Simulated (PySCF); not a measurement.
Molecule: `C1COCCO1`, C4H8O2.

Geometry:
```csv
atom,x (Å),y (Å),z (Å)
C1,0.486,1.280,0.203
C2,1.348,0.036,0.309
O3,0.574,-1.073,0.692
C4,-0.486,-1.280,-0.207
C5,-1.348,-0.036,-0.313
O6,-0.574,1.073,-0.696
H7,0.093,1.536,1.208
H8,1.072,2.134,-0.168
H9,1.834,-0.154,-0.671
H10,2.137,0.166,1.065
H11,-1.072,-2.134,0.164
H12,-0.093,-1.536,-1.213
H13,-2.137,-0.166,-1.069
H14,-1.834,0.154,0.667
```

Geometry PBE0-D3(BJ)/def2-SVP throughout; GIAO in PySCF 2.14, gas phase, one conformer, non-relativistic; equivalent atoms averaged; basis pcSseg-1.

Q: How do the shifts δ (against TMS, H2O at the same level) depend on the functional? (ppm; last column core-seconds on shared hosts with different chips, so compare them loosely; the GGAs took longer than the global hybrids here, which isn't the general rule, and the cause wasn't traced)

A: 
```csv
functional,kind,C1/C2/C4/C5,O3/O6,H7/H8/H9/H10/H11/H12/H13/H14,core-s
HF,Hartree–Fock,61.7,5.2,3.22,3.6
LDA,LDA,73.3,58.7,3.64,12
PBE,GGA,71.4,57.2,3.55,13
BLYP,GGA,73.1,63.5,3.56,14
BP86,GGA,71.5,52.7,3.56,13
OPBE,GGA,67.2,47.4,3.49,14
KT2,GGA,70.3,54.9,3.55,18
KT3,GGA,68.8,55.8,3.49,19
B97-D,GGA,70.3,52.2,3.55,20
B3LYP,global hybrid,70.6,47.8,3.47,12
PBE0,global hybrid,68.6,38.8,3.44,9.5
mPW1PW91,global hybrid,68.5,37.7,3.43,12
WP04,global hybrid,69.5,37.4,3.32,11
B97-2,global hybrid,67.9,38.2,3.44,11
BHandHLYP,global hybrid,67.2,30.2,3.37,11
CAM-B3LYP,range-separated hybrid,69.7,39.8,3.46,15
wB97X-D,range-separated hybrid,68.2,31.1,3.42,15
LC-wPBE,range-separated hybrid,67.0,24.0,3.40,22
```

Q: Which nucleus moves most, in ppm?

A: O3/O6 (ether oxygen): from 5.2 ppm with HF to 63.5 ppm with BLYP. The smallest spread is 0.42 ppm, at H7/H8/H9/H10/H11/H12/H13/H14. Proton shifts span only some 12 ppm, so a few tenths of a ppm matter as much there as several ppm in carbon.
